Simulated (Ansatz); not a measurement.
# GaH2, doublet in aug-cc-pVDZ: errors against full CI

Geometry: a point of a stretch scan, not a stationary point.

```xyz
3

Ga    0.0000   -0.0235    0.0021
H     0.0000    0.8548   -1.5334
H     0.0000    0.7676    1.3853
```

Basis aug-cc-pVDZ; Ansatz 0.2.0. Only valence electrons are correlated (noble-gas cores and the filled d shells of p-block atoms frozen), which leaves 5 electrons in 40 orbitals. R marks a restricted (for open shells ROHF) determinant, U an unrestricted one. Active spaces: pair = (3e, 3o) about the gap; valence = (5e, 6o) chosen from the atoms' valence shells. No spin–orbit coupling is included, and no scalar relativity.

Full CI is exact within this basis and frozen core; it isn't the basis-set limit. The frozen core follows each run's orbitals, which can shift R against U totals by a few meV for light atoms and by up to 0.1 eV past Ca.

For open shells CISD is restricted-active-space CI with the open shells as a complete middle space.

```
UHF ⟨S²⟩                          : 0.760
T1 diagnostic (RCCSD)             : 0.0232
largest doubles amplitude (RCCSD) : 0.028
```

| level | E − E(RHF) (eV) |
| --- | --- |
| RMP2 | -1.6326 |
| RCCSD | -2.1993 |
| RCCSD(T) | -2.2382 |

Problem. Estimate how far full CI in aug-cc-pVDZ lies from RCCSD(T). The table doesn't fix it; the size of (T) and the diagnostics are the guide.

Solution. Full CI in aug-cc-pVDZ lies 15 meV below RCCSD(T), which is 39 % of the (T) step (-39 meV). The diagnostics give no warning, yet the rest is a sizeable part of (T).

The other levels:

```csv
level,E − E(full CI) (meV),share of correlation (%),wall time
CISD,109,95.18,0.75 s
BCCD(T),15,99.34,1.5 s
RCCSDT,0,100.00,–
RCCSDT(Q),-1,100.03,6 s
CASSCF (pair space),1785,20.81,–
NEVPT2 (pair space),566,74.89,1.1 s
MRCISD (pair space),71,96.87,–
MRCISD+Q (pair space),-17,100.74,1.4 s
CASSCF (valence space),1241,44.91,–
NEVPT2 (valence space),416,81.54,1.7 s
MRCISD (valence space),31,98.64,–
MRCISD+Q (valence space),-9,100.40,2.1 s
```

The correlation energy at full CI, counted from RHF, is -2.253 eV. That run took 27 s on 1 thread of AMD EPYC 9R45, shared host over 3,897,078 determinants.

Run but not shown, since their state or frozen core can't be matched to the reference's or they repeat it: UHF, UMP2, UCCSD, UCCSD(T), UCCSDT, UCCSDT(Q).

Times hold each run's SCF and search for its determinant on a shared host, so for small cases they say little of a method's own cost; they ran on 1 thread of AMD EPYC 9R45.

More than 5 meV below full CI, which no variational method can be: MRCISD+Q (pair space), MRCISD+Q (valence space).

The full-CI state has the irrep A' of Cs, in the program's axes.

Natural occupations of full CI about the gap: 1.950 1.933 0.990 0.035 0.023 0.019 0.009 0.008 0.007 0.006; effectively unpaired electrons, Σ n²(2−n)², 1.04.
